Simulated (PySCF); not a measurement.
ClH, SMILES Cl.

The structure is a stationary point at B3LYP-D3(BJ)/def2-TZVPD.

Two levels are set side by side: TDA-PBE/def2-TZVPD (PySCF) and ADC(2)/aug-cc-pVDZ (PySCF). Vertical, same geometry; the bases differ. Differences are taken from unrounded values.

```
quantity                        ADC(2)
------------------------------  ------
lowest singlet excitation (eV)    7.81
```

Problem. What does TDA-PBE give, and how far is it from ADC(2)? (Estimate from the structure and the level; the computed values follow.)

Solution. 
```tsv
quantity	TDA-PBE	TDA-PBE minus ADC(2)
lowest singlet excitation (eV)	7.28	-0.53
```

Functionals without exact exchange tend to place singlet excitations lower, as here. Differences between two approximate levels are no errors against the true value.

Rough cost on one machine, each run with all the roots and properties that it gave: ADC(2) against TDA-PBE within a factor of 2.
